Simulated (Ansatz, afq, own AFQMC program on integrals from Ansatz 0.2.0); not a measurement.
AFQMC on a folder of integrals that Ansatz 0.2.0 wrote.

```yaml
crystal:
  periodic: [false, false, false]
  atoms:
    - {symbol: Cl, position_ang: [-2.487751, 0.000001, -0.000001]}
    - {symbol: H, position_ang: [-0.849751, 0.000000, 0.000000]}
    - {symbol: Ge, position_ang: [1.158249, 0.000000, 0.000000]}
    - {symbol: H, position_ang: [1.626917, -1.465915, 0.000001]}
    - {symbol: H, position_ang: [1.626918, 0.732957, -1.269519]}
    - {symbol: H, position_ang: [1.626917, 0.732957, 1.269520]}
basis:
  gaussian: {orbitals: cc-pVTZ}
magnetization: {spin_polarized: true, initial_magnetization: 1}
correlation: {method: ccsd_t, electrons: outside_noble_gas, hamiltonian_folder: ham}
```

```sh
$ ansatz run in.yaml --threads 1 --pin off --events-out ev --progress --plain --max-ram 16896MiB --backend cuda --devices 0, --max-vram 18GiB
```

Options of the walk:

```
--method phaseless --trial cisd --walkers 600 --populations 10 --least-time 60 --time-step 0.005 --steps-per-block 50 --equilibration-blocks 28 --max-blocks 4000 --target-error 0.00023 --factor-cut 1e-05 --start spin_pure --seed 931 --release-times 0.24,0.51,0.99,1.5 --release-step 0.03 --release-every 4 --taylor-order 6
```

Times are imaginary, in 1/Eh. The walk had a cap of 168 s. With eight or more populations the least sampling time is a fifth of least-time, and the error comes from their spread. Filled inner d shells are frozen with the cores.

afq prints:

```
orbitals 114  electrons 8 7  factors 730 of 782
reference energy -2537.18233403 Eh
CCSD correlation -0.36812859 Eh in 11 cycles, weight of the determinant in the CISD state 0.8412
energy of the start -2537.546916 Eh
 block  time / (1/Eh)  mean weight  energy / Eh
     1     0.250  0.9990  -2537.541330
     2     0.500  0.9997  -2537.546521
     3     0.750  0.9992  -2537.550815
     4     1.000  0.9996  -2537.553996
     5     1.250  0.9997  -2537.556821
     8     2.000  0.9989  -2537.562527
    11     2.750  1.0000  -2537.564712
    17     4.250  1.0009  -2537.564502
    23     5.750  1.0000  -2537.562908
    29     7.250  0.9996  -2537.566285
    35     8.750  0.9996  -2537.565998
    41    10.250  0.9992  -2537.565925
    47    11.750  0.9996  -2537.570172
    53    13.250  1.0005  -2537.563698
    59    14.750  1.0006  -2537.562269
    65    16.250  1.0000  -2537.563922
    71    17.750  1.0004  -2537.563825
    77    19.250  0.9999  -2537.561024
    83    20.750  0.9999  -2537.564926
    89    22.250  0.9995  -2537.564415
    91    22.750  1.0013  -2537.565550
error from the spread of 10 populations
released: time / (1/Eh)  energy / Eh  error  mean overlap
  0.24  -2537.565077  0.000371  0.9980
  0.51  -2537.565033  0.000377  0.9939
  0.99  -2537.565415  0.000355  0.9934
  1.50  -2537.565960  0.000605  0.9814
energy -2537.564833 +/- 0.000351 Eh
(rows thinned)
```

The run passed its tests (sampling time, drift between the halves within three errors, error under three times the target), which doesn't prove that it has relaxed, ending at its cap on processor time. The second half of the sampling lies above the first by 1.7 errors of their difference, so the energy may still be moving and its error bar be too small.

Against this walk (error 9.5 meV) on the same determinant: CCSD(T) 44.6 meV higher. The error is statistical and leaves out the bias of the constraint. Released to 1.50 1/Eh the energy moves by -31 ± 19 meV (both errors), within twice the noise.

Cautions: constraint bias not in the error; error above the target (9.5 against 6.3 meV); no relativity below Rb; no spin-orbit coupling; inner d shell frozen; unrestricted determinant slightly spin contaminated (⟨S²⟩ 0.80 against 0.75).

The walk took 2.8 min on 1 × NVIDIA H100 80GB HBM3 with 2 threads of AMD EPYC 7R13 Processor (Zen 3), on a shared host (the card was shared). The log's last line is the phaseless energy.

A walk keeps the symmetry of its determinant, which the program's search chose and which needn't be the lowest solution, so a lower state of the same spin and another symmetry isn't excluded.
